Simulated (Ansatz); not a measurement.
A calculation with Ansatz (development build ahead of 0.2.0).

```yaml
crystal:
  periodic: [false, false, false]
  atoms:
    - { symbol: C, position_ang: [1.24998, 0.01234, 0.00217] }
    - { symbol: C, position_ang: [0.34918, 1.11347, -0.03394] }
    - { symbol: C, position_ang: [-0.99395, 0.68032, -0.03673] }
    - { symbol: C, position_ang: [-1.01646, -0.68358, -0.00416] }
    - { symbol: C, position_ang: [0.35921, -1.16337, -0.04392] }
    - { symbol: H, position_ang: [2.26089, 0.02172, -0.02642] }
    - { symbol: H, position_ang: [0.73718, 2.22113, 0.02113] }
    - { symbol: H, position_ang: [-1.9064, 1.36166, 0.00936] }
    - { symbol: H, position_ang: [-1.87881, -1.3066, 0.01333] }
    - { symbol: H, position_ang: [0.75861, -2.19578, -0.00351] }
basis:
  gaussian: { orbitals: cc-pVDZ }
total_charge: -1
hamiltonian:
  xc: hf
```

The input is written out in the form of the current development build from the run's settings.

Results

```json
{
 "Converged": "yes",
 "Total energy": "-192.18461 hartree",
 "Spin squared of the determinant": "0.000"
}
```

Caution: no diffuse functions for an anion.
